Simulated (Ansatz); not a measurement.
# C₂H₅Si+: one structure at several levels

One table from this session's results is given with a row withheld; the runs are named, their logs left out.

Computed with Ansatz 0.2.0, Gaussian basis. Level: single points in def2-TZVPP.

Cores are frozen in the correlated methods.

### The system as given

SMILES `C[C+]=[SiH2]`, 8 atoms, charge 1, spin multiplicity 1.

Atoms are counted from 1 here; the program's logs count them from 0.

Bond lengths: C1–C2 1.382 Å, C1–H4 1.119 Å, C1–H5 1.077 Å, C1–H6 1.106 Å, C2–Si3 1.782 Å, Si3–H7 1.465 Å, Si3–H8 1.475 Å. Angles: C2–C1–H4 111.9°, C2–C1–H5 106.0°, C2–C1–H6 119.1°, H4–C1–H5 97.4°, H4–C1–H6 109.8°, H5–C1–H6 110.4°, C1–C2–Si3 154.1°, C2–Si3–H7 120.6°, C2–Si3–H8 112.0°, H7–Si3–H8 125.6°.

Geometry (Å):

| atom | x (Å) | y (Å) | z (Å) |
| --- | --- | --- | --- |
| C1 | -0.6886 | 1.0648 | -0.4038 |
| C2 | 0.0367 | -0.1037 | -0.2652 |
| Si3 | 0.8783 | -1.3675 | 0.6674 |
| H4 | -1.4680 | 0.9794 | -1.2017 |
| H5 | -0.0407 | 1.7571 | -0.9155 |
| H6 | -1.1247 | 1.5381 | 0.4961 |
| H7 | 2.3254 | -1.2956 | 0.8838 |
| H8 | 0.0425 | -2.5688 | 0.8503 |

The first run:

Input file run/in.yaml:

```yaml
crystal:
  periodic: [false, false, false]
  atoms:
    - {symbol: C, position_ang: [-0.688600, 1.064800, -0.403800]}
    - {symbol: C, position_ang: [0.036700, -0.103700, -0.265200]}
    - {symbol: Si, position_ang: [0.878300, -1.367500, 0.667400]}
    - {symbol: H, position_ang: [-1.468000, 0.979400, -1.201700]}
    - {symbol: H, position_ang: [-0.040700, 1.757100, -0.915500]}
    - {symbol: H, position_ang: [-1.124700, 1.538100, 0.496100]}
    - {symbol: H, position_ang: [2.325400, -1.295600, 0.883800]}
    - {symbol: H, position_ang: [0.042500, -2.568800, 0.850300]}
basis:
  gaussian: {orbitals: def2-TZVPP}
total_charge: 1
correlation: {method: ccsd_t}
output: {forces: true}
```

The command line of these runs was not kept.

Steps of the session up to this table: CCSD(T)/def2-TZVPP; PBE0-D4/def2-TZVPP; wB97M-V/def2-TZVPP; r2SCAN-D4/def2-TZVPP; PBE-D4/def2-TZVPP; wB97X-V/def2-TZVPP; r2SCAN0-D4/def2-TZVPP.

One of the session's tables, all rows but one given; the rest of the session is left out.

| method | RMS force component (eV/Å) | angle to CCSD(T) forces (°) |
| --- | --- | --- |
| CCSD(T) | 0.764 | reference |
| PBE0-D4 | ? | ? |
| wB97M-V | 0.778 | 11.5 |
| r2SCAN-D4 | 0.697 | 18.4 |
| PBE-D4 | 0.696 | 23.6 |
| wB97X-V | 0.820 | 10.9 |
| r2SCAN0-D4 | 0.738 | 16.3 |

Q: Estimate the row for PBE0-D4 from the others.

As computed: RMS force component (eV/Å): 0.723; angle to CCSD(T) forces (°): 17.2. In the column «RMS force component (eV/Å)» it lies between r2SCAN-D4 (0.697) and r2SCAN0-D4 (0.738).
